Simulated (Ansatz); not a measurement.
Geometry optimisation, Ansatz 0.2.0, RKS BHLYP-D4/6-31G*.

The input (input.yaml):

```yaml
crystal:
  periodic: [false, false, false]
  atoms:
    - { symbol: B, position_ang: [0.004844, -0.271886, -0.052152] }
    - { symbol: H, position_ang: [-0.101168, -0.399536, 1.130853] }
    - { symbol: H, position_ang: [1.038537, 0.038169, -0.550436] }
    - { symbol: O, position_ang: [-1.048629, -0.505854, -0.846083] }
    - { symbol: H, position_ang: [-1.844814, -0.748588, -0.371381] }
    - { symbol: Cl, position_ang: [-0.259405, 2.560122, 1.094025] }
    - { symbol: H, position_ang: [-0.096565, 1.381873, 1.678375] }
basis:
  gaussian: { orbitals: "6-31G*" }
hamiltonian:
  xc: { name: BHLYP }
  dispersion: d4
relax:
  f_tol: 0.03
  max_steps: 50
```

Launched with:

```bash
$ ansatz run input.yaml --threads 1 --pin off --max-ram 2048MiB --backend cpu --events-out ev --progress --plain --runs-dir out
```

Where does it end, and by what steps?

The forces met the threshold. The force dipped under the threshold on the way, but the program's further checks kept it going. After 18 steps the energy has fallen by 0.106 eV; H7 moved furthest, 0.84 Å.

```tsv
step	energy less start (eV)	largest force component (eV/Å)	accepted
0	0.0000	1.315	yes
1	-0.0764	0.670	yes
2	-0.0772	0.702	yes
3	-0.0953	0.351	yes
4	-0.0993	0.120	yes
5	-0.1010	0.062	yes
6	-0.1013	0.221	yes
7	-0.1035	0.037	yes
8	-0.1025	0.086	no
9	-0.1037	0.012	yes
10	-0.1039	0.066	yes
11	-0.1039	0.092	yes
12	-0.1044	0.047	yes
13	-0.1047	0.022	yes
14	-0.1051	0.030	yes
15	-0.0990	0.446	no
16	-0.1053	0.031	yes
17	-0.1051	0.133	no
18	-0.1056	0.006	yes
```

```xyz
7
Properties=species:S:1:pos:R:3
B -0.013 -0.444 -0.129
H -0.140 -0.649 1.041
H 1.034 -0.149 -0.605
O -1.055 -0.568 -0.966
H -1.871 -0.794 -0.521
Cl -0.502 2.615 1.200
H 0.242 2.042 2.065
```

Whether the end is a true minimum wasn't checked by a vibrational analysis.

Time of the run: 28 s on 1 thread of Arm Neoverse V2 (shared host), peak memory 0.12 GiB.
